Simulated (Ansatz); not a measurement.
H2S2. The state is a singlet with charge 0. Geometry PBE0-D4/def2-TZVP; atoms count from 1.

```xyz
4

S     1.104    0.218    0.011
S    -0.575   -0.855   -0.452
H     0.653    1.446   -0.308
H    -1.182   -0.809    0.749
```

Estimate the Mulliken populations from the PBE0/def2-TZVP orbitals of Ansatz.


```
atom  charge (e)
  S1       -0.17
  S2       -0.17
  H3        0.17
  H4        0.17
```
Mulliken values and Mayer orders depend strongly on the basis.

And the Mayer bond orders between bonded heavy atoms (over 0.3)?

S1–S2 1.21 (2.05 Å).
